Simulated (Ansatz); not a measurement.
Energy profile

The step: CH₅N ([CH3][NH2]) + CH₃ → CH₄N ([CH2][NH2]) + CH₄; bonds formed: H1–C4; bonds broken: H1–C2 (atoms numbered as in the saddle structure below).

```csv
atom,x (Å),y (Å),z (Å)
H1,-0.2700,-0.2299,0.2717
C2,0.8186,0.2830,0.6564
N3,1.5218,0.9697,-0.3709
C4,-1.5296,-0.8068,-0.2304
H5,1.3947,-0.5580,1.0458
H6,0.5332,0.9548,1.4675
H7,0.9986,1.7489,-0.7456
H8,1.7872,0.3618,-1.1333
H9,-2.0613,0.0506,-0.6333
H10,-1.9893,-1.2484,0.6488
H11,-1.2041,-1.5258,-0.9768
```

Electronic energies by CCSD(T) at an estimated basis limit (MP2 extrapolated from triple and quadruple zeta, plus CCSD(T) − MP2 in triple zeta), on PBE0-D4/def2-TZVP structures; C$_{2}$H$_{8}$N, doublet; no counterpoise correction; spin–orbit coupling, which lowers free halogen atoms and radicals such as OH and SH, is left out. Computed with Ansatz 0.2.0 (basis: def2-TZVPP and def2-QZVPP); correlated methods freeze the cores; orbitals are unrestricted. Extrapolation: Hartree–Fock as exp(−7.88 √X), correlation as X^−2.97.

(1) Give the profile in kJ/mol, counted from the separated reactants. (Judge from chemistry; the value comes from the calculation.)

No T1 diagnostic of these runs exceeds 0.017. ⟨S²⟩ of the unrestricted Hartree–Fock references: 0.76 to 0.79 (a pure state has 0.75).

## Answers

(1) Computed:
| point | kJ/mol |
| --- | --- |
| separated: CH$_{5}$N (linked as [CH3][NH2]; H1, C2, N3, H5, H6, H7, H8; singlet) + CH$_{3}$ (C4, H9, H10, H11; doublet) | 0.0 |
| start structure | -4.4 |
| saddle | 49.8 |
| end structure | -54.3 |
| separated: CH$_{4}$ (H1, C4, H9, H10, H11; singlet) + CH$_{4}$N (linked as [CH2][NH2]; C2, N3, H5, H6, H7, H8; doublet) | -50.7 |

For scale, one of the runs: CCSD(T)/def2-TZVPP, 205 basis functions (an equivalent command: `ansatz run in.yaml --threads 4`). The run took 2.5 min on 4 CPU threads (shared host), with 7.3 GiB of host memory at its peak.
